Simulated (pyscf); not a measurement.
Thermochemistry of product channels of BiH₃ + GeH₂ [singlet] on the singlet surface, in kcal/mol, from ωB97M-D3(BJ)/def2-TZVP energies (ideal gas, 1 atm, RRHO with modes under 100 cm⁻¹ raised to 100, one conformer, R ln 2 for chiral ones without a mode under 150 cm⁻¹). Structures and frequencies: ωB97X-D3(BJ)/def2-SVP in PySCF.

| products | ΔE | ΔH(298 K) | ΔG(600 K) | ΔG(900 K) |
|---|---|---|---|---|
| H₃Ge–BiH₂ | -50.0 | -46.7 | -27.5 | ? |
| H₂Ge=BiH + H₂ | -25.7 | -24.2 | -20.9 | ? |

What belongs in the gaps?


- H₃Ge–BiH₂, ΔG(900 K): -18.4
- H₂Ge=BiH + H₂, ΔG(900 K): -20.0

These are energies of the channels, which say nothing of barriers. Elements up to Kr have no core potential and no relativistic terms here. Elements past Kr carry the def2 core potentials, without spin-orbit coupling.
